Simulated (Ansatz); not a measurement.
# CH6SSi (built from SMILES C[SiH2]S): search for a transition state

Wanted: the transition state of a 1,1-elimination (form S2–H3 and break Si1–S2, Si1–H3). The guess is relaxed with those distances held, a saddle search follows, and vibrations and two downhill relaxations check it.

Method: PBE0-D4, def2-SVP first, then def2-TZVP; program: Ansatz 0.2.0, Gaussian basis.

90 further runs of the same task are left out: 90 set aside as unsound or not needed.

## Step 1: Starting geometry

The guess: 9 atoms, charge 0, spin multiplicity 1.

Atoms are counted from 1 here; the program's logs count them from 0.

Bond lengths: Si1–H4 1.461 Å, Si1–C5 1.889 Å, S2–H6 1.325 Å, C5–H7 1.090 Å, C5–H8 1.088 Å, C5–H9 1.087 Å. Angles: H4–Si1–C5 112.4°, Si1–C5–H7 111.9°, Si1–C5–H8 111.2°, Si1–C5–H9 110.2°, H7–C5–H8 108.0°, H7–C5–H9 107.7°, H8–C5–H9 107.7°.

Geometry (Å):

```xyz
9
charge 0, multiplicity 1
Si   -0.7451   -0.3629    0.1354
S     1.4907   -1.5322    0.0203
H    -0.0422   -1.7451   -0.9003
H    -0.9918   -0.5275    1.5655
C    -0.2762    1.4109   -0.3155
H     1.0946   -2.5719    0.7401
H     0.2003    1.9287    0.5163
H    -1.1510    1.9854   -0.6122
H     0.4207    1.4146   -1.1496
```

Distances that are to change: S2–H3 1.80 Å, Si1–S2 2.53 Å, Si1–H3 1.86 Å.

## Step 2: Relaxing the guess with the reacting distances held

hold/in.yaml reads:

```yaml
crystal:
  periodic: [false, false, false]
  atoms:
    - {symbol: Si, position_ang: [-0.745100, -0.362900, 0.135400]}
    - {symbol: S, position_ang: [1.490700, -1.532200, 0.020300]}
    - {symbol: H, position_ang: [-0.042200, -1.745100, -0.900300]}
    - {symbol: H, position_ang: [-0.991800, -0.527500, 1.565500]}
    - {symbol: C, position_ang: [-0.276200, 1.410900, -0.315500]}
    - {symbol: H, position_ang: [1.094600, -2.571900, 0.740100]}
    - {symbol: H, position_ang: [0.200300, 1.928700, 0.516300]}
    - {symbol: H, position_ang: [-1.151000, 1.985400, -0.612200]}
    - {symbol: H, position_ang: [0.420700, 1.414600, -1.149600]}
basis:
  gaussian: {orbitals: def2-SVP}
hamiltonian: {xc: pbe0, dispersion: d4}
relax: {f_tol: 0.08, max_steps: 120, escape_saddle: false, constraints: [{distance: [1, 2]}, {distance: [0, 1]}, {distance: [0, 2]}]}
```

On the command line:

```sh
$ ansatz run in.yaml --threads 2 --pin off --events-out ev --progress --plain --max-ram 4352MiB
```

The runs that follow: A starting Hessian; Saddle search in the small basis; Saddle search in triple zeta; Vibrations at the point found; Relaxing after a step of 0.30 Å one way along the mode; Relaxing after a step of 0.30 Å the other way along the mode.

**Question.** What will these runs give? Wanted: imaginary mode; barrier from the start side; barrier from the end side; energy of the step; pairs that change; zero-point energy at the saddle.

As calculated:

| quantity | value |
| --- | --- |
| imaginary mode | 445i cm⁻¹ |
| barrier from the start side | 271.4 kJ/mol |
| barrier from the end side | 34.9 kJ/mol |
| energy of the step | +236.5 kJ/mol |
| pairs that change | S2–H3 formed, Si1–S2 loosened, Si1–H3 broken |
| zero-point energy at the saddle | 1.604 eV |

What this shows: The point has a single imaginary mode (445i cm⁻¹), as a transition state must. It joins the planned start and end. A bond meant to break is only loosened at the end: the products stay bound as an adduct. At PBE0-D4/def2-TZVP the electronic barrier is 271.4 kJ/mol, about 109 kT at 298 K, and the step runs 236.5 kJ/mol uphill. A step off the saddle overshot and began above it in energy, so the link to its end is likely but not proven.
